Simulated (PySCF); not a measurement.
CO, PBE: how much the basis matters

PySCF, UKS reference; singlet, unpaired electrons none; De to C + O without counterpoise correction.

```
        basis     relativity  functions  Re (Å)  ωe (cm⁻¹)  De (eV)  μ (D)
   6-31G(d,p)  no relativity         28   1.149       2126    11.62   0.17
jorge-DZP-DKH  spin-free X2C         30   1.153       2097    11.30   0.21
  6-311G(d,p)  no relativity         36   1.139       2135    11.65   0.23
  aug-pcseg-1  no relativity         46   1.143       2129    11.61   0.19
      cc-pVTZ  no relativity         60   1.138       2127    11.67   0.23
   def2-TZVPP  no relativity         62   1.136       2130    11.66   0.21
  def2-TZVPPD  no relativity         77   1.137       2128    11.65   0.20
```

(1) How does each smaller set differ from the one with most functions, def2-TZVPPD?

A positive dipole means C(−)O(+). 

Answers

(1) 6-31G(d,p): +1.2 pm, -0.1 % in ωe, -0.03 eV in De; jorge-DZP-DKH: +1.6 pm, -1.5 % in ωe, -0.35 eV in De; 6-311G(d,p): +0.2 pm, +0.3 % in ωe, +0.00 eV in De; aug-pcseg-1: +0.6 pm, +0.0 % in ωe, -0.04 eV in De; cc-pVTZ: +0.1 pm, -0.0 % in ωe, +0.02 eV in De; def2-TZVPP: -0.1 pm, +0.1 % in ωe, +0.01 eV in De. All at PBE; the set with most functions is neither the basis-set limit nor always the best. The rows treat relativity differently, so the differences are not basis effects alone.
